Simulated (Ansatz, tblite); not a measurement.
# The cluster HfS₂: one state, many levels

How do method and basis change the picture of the cluster HfS₂ (singlet)?

Computed with Ansatz 0.2.0, Gaussian basis. Level: as each input shows.

Levels to be run: GFN1-xTB, GFN2-xTB, PBE-D4/def2-TZVP, r2SCAN-D4/def2-TZVP, B97M-V/def2-TZVP, B3LYP-D4/def2-TZVP, PBE-QIDH/def2-TZVP, LDA/def2-TZVP, HSE06-D4/def2-TZVP, PBE-D4/def2-SVP, PBE0-D4/def2-SVP, PBE0-D4/def2-TZVPD, PBE-D4/def2-TZVPD, r2SCAN-D4/def2-TZVPD, CCSD(T)/def2-TZVPP, MP2/def2-TZVP, RPA/def2-TZVP, CCSD(T)/def2-TZVPD.

## 1. The relaxed structure

The singlet was relaxed beforehand with PBE0-D4/def2-TZVP. At that level it is the lowest of the isomers that a small search found.

3 atoms, charge 0, spin multiplicity 1.

Bond lengths: Hf1–S2 2.213 Å, Hf1–S3 2.213 Å. Angles: S2–Hf1–S3 110.5°.

As a file:

```xyz
3

Hf    0.2232    0.6467   -0.4884
S    -1.8643    0.0938   -0.0046
S     1.6411   -0.7405    0.4930
```

Hf takes a core potential in the def2 sets. No spin-orbit coupling is included.

PBE0-D4/def2-TZVP was run before; its log isn't repeated, and its numbers join the tables.

## 2. GFN1-xTB

Tight binding, by tblite at 300 K electronic temperature and without a spin-polarisation term:

```python
tblite.interface.Calculator('GFN1-xTB', numbers, positions, charge=0, uhf=0).singlepoint()
```

Energy -231.0249 eV, HOMO -9.99 eV, LUMO -8.17 eV; 0.002 s.

## 3. GFN2-xTB

Tight binding, by tblite at 300 K electronic temperature and without a spin-polarisation term:

```python
tblite.interface.Calculator('GFN2-xTB', numbers, positions, charge=0, uhf=0).singlepoint()
```

Energy -215.8559 eV, HOMO -10.03 eV, LUMO -8.55 eV; 0.003 s.

## 4. PBE-D4/def2-TZVP

start.molden holds the orbitals of an earlier run on this state, given as this run's starting guess.

File in.yaml:

```yaml
crystal:
  periodic: [false, false, false]
  atoms:
    - {symbol: Hf, position_ang: [0.223231, 0.646714, -0.488356]}
    - {symbol: S, position_ang: [-1.864308, 0.093772, -0.004595]}
    - {symbol: S, position_ang: [1.641077, -0.740487, 0.492951]}
basis:
  gaussian: {orbitals: def2-TZVP, initial_orbitals: start.molden}
hamiltonian: {xc: pbe, dispersion: d4}
scf: {omitted_lower_state_checks: [starts]}
output: {forces: true, orbitals: {seedname: orbitals}}
```

On the command line:

```console
$ ansatz run in.yaml --threads 4 --pin off --events-out ev --progress --plain --max-ram 3916MiB
```

The runs that follow: r2SCAN-D4/def2-TZVP; B97M-V/def2-TZVP; B3LYP-D4/def2-TZVP; PBE-QIDH/def2-TZVP; LDA/def2-TZVP; HSE06-D4/def2-TZVP; PBE-D4/def2-SVP; PBE0-D4/def2-SVP; PBE0-D4/def2-TZVPD; PBE-D4/def2-TZVPD; r2SCAN-D4/def2-TZVPD; CCSD(T)/def2-TZVPP; MP2/def2-TZVP; RPA/def2-TZVP; CCSD(T)/def2-TZVPD.

Before running them: what should the planned runs give, taken together? Wanted: gap in def2-TZVP, named functionals, smallest and largest; correlation energy, CCSD(T)/def2-TZVPP; correlation energy, MP2/def2-TZVP; correlation energy, CCSD(T)/def2-TZVPD; binding an atom, CCSD(T)/def2-TZVPP; PBE0 total energy, smallest basis above largest.

**Answer**, as computed:

| quantity | value |
| --- | --- |
| gap in def2-TZVP, named functionals, smallest and largest | 0.93 eV (LDA), 2.79 eV (PBE0-D4) |
| correlation energy, CCSD(T)/def2-TZVPP | -19.20 eV |
| correlation energy, MP2/def2-TZVP | -16.81 eV |
| correlation energy, CCSD(T)/def2-TZVPD | -18.14 eV |
| binding an atom, CCSD(T)/def2-TZVPP | 3.416 eV |
| PBE0 total energy, smallest basis above largest | 7.70 eV (def2-SVP, def2-TZVPD) |

Over the named functionals in def2-TZVP the gap runs from 0.93 eV (LDA) to 2.79 eV (PBE0-D4); exact exchange widens it. The functionals in def2-TZVP miss CCSD(T)/def2-TZVPP by +0.015 (B3LYP-D4) to +0.825 eV (LDA) an atom. The reference is CCSD(T) in one finite basis, so it carries an error of its own, often a tenth of an eV or more, and near misses can't be ranked.
